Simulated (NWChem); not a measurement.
**Correlation energy of ethylene (C2H4)**

```xyz
6

C      0.0000     0.0000     0.6703
C      0.0000     0.0000    -0.6703
H      0.9374     0.0000     1.2507
H     -0.9374     0.0000     1.2507
H     -0.9374     0.0000    -1.2507
H      0.9374     0.0000    -1.2507
```
Charge 0, spin multiplicity 1.

The numbers come from NWChem runs, not from measurements. The geometry was optimised at PBE/def2-SVP, a minimum by its harmonic frequencies.

Basis set: def2-TZVP. Each correlation energy counts from its own Hartree-Fock reference.

```
method        correlation energy (mHa)  difference from CCSD(T)
------------  ------------------------  -----------------------
SCS-MP2                         -329.5                    +36.7
CCSD+T(CCSD)                    -366.6                     -0.5
CR-CCSD(T)                      -363.4                     +2.8
MP2                             -325.1                    +41.0
CCSD(T)                         -366.1                      0.0
CCSD                            -351.5                    +14.6
CR-CCSD[T]                      -363.7                     +2.4
```

The values span 41.5 mHa, from CCSD+T(CCSD) (lowest) to MP2 (highest). 

The correlated methods keep 2 core orbitals frozen. No row is a measurement; the coupled-cluster row has its own basis-set and correlation limits.
